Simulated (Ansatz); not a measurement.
## A computed series for Au: pressure series

Take Au in the fcc (Cu type) structure (space group Fm-3m, No. 225) as the base.

```yaml
crystal:
  lattice:
    - [0.00000, 2.07859, 2.07859]
    - [2.07859, 0.00000, 2.07859]
    - [2.07859, 2.07859, 0.00000]
  atoms:
    - { symbol: Au, position: [0.00000, 0.00000, 0.00000] }
```

Cell and atoms are relaxed at each pressure.

Calculations: PBE in Ansatz (plane waves to 420 eV, PAW, no spin-orbit coupling).

```tsv
pressure (GPa)	volume per atom (Å³/atom)
-1	18.095
0	17.961
0.9	17.846
2.1	17.701
4.5	17.432
9	16.995
15	?
22.5	16.007
30	15.586
```

**Question.** Fit the third-order Birch–Murnaghan form P(V) = (3B₀/2)[(V₀/V)^(7/3) − (V₀/V)^(5/3)]·[1 + (3/4)(B₀′ − 4)((V₀/V)^(2/3) − 1)] (squares taken in P) to the rows shown and predict the withheld row.

**Answer.** Least squares on the printed values gives V₀ = 17.961 Å³/atom, B₀ = 138 GPa, B₀′ = 6.1; this predicts 16.508 Å³/atom, and the run gives 16.509 Å³/atom, in agreement.

Measured bulk modulus of Au: 182 GPa (static lattice; corrected from measurement; as listed in Daniel Mejia-Rodriguez, S. B. Trickey, Phys. Rev. B (2018)); the computed value is 24 % below it.

Load acts through the strain it causes; cell and atoms are relaxed under it. Stability against distortions was not tested. No other phases were tried under pressure.

Ansatz is a program for electronic structure.
